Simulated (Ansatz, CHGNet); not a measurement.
# Formation enthalpy of 2H WSe2 at several levels of theory

No measured value is used here.

| level (code) | value (eV/atom) |
|---|---|
| CHGNet-r²SCAN | -0.608 |
| LDA (Ansatz) | -0.607 |
| PBE (Ansatz) | -0.561 |
| PBEsol (Ansatz) | ___ |
| PBE-D3(BJ) (Ansatz) | -0.559 |
| r²SCAN+rVV10 (Ansatz) | ___ |
| HSE06 (Ansatz) | -0.637 |

### Question
Some entries are withheld; supply them.

### Answer

- PBEsol (Ansatz, a quantum-chemistry and plane-wave program), value (eV/atom): -0.595
- r²SCAN+rVV10 (Ansatz), value (eV/atom): -0.614

Density-functional levels without +SOC have no spin–orbit coupling, which shifts binding energies of heavy elements. LDA: LDA has no dispersion term either, though it tends to give short spacings of layers, chains or molecules. PBE: for a layered or molecular solid the relaxed cell lies over 5 % above the published volume, where the minimum can be shallow. PBE: an element that serves as reference has a cell well above its measured volume. PBE, PBEsol, HSE06: the cell comes from a level without a dispersion term, which matters for the spacing of layers, chains or molecules. Each level is taken at its own relaxed cell. Cutoffs and k meshes differ between the levels. Ansatz's density-functional and Hartree–Fock values are scalar-relativistic unless marked +SOC, with PAW data made under PBE.

Machine-learned potentials (CHGNet-r²SCAN) are trained on DFT data: a solid inside that data is no test of them.
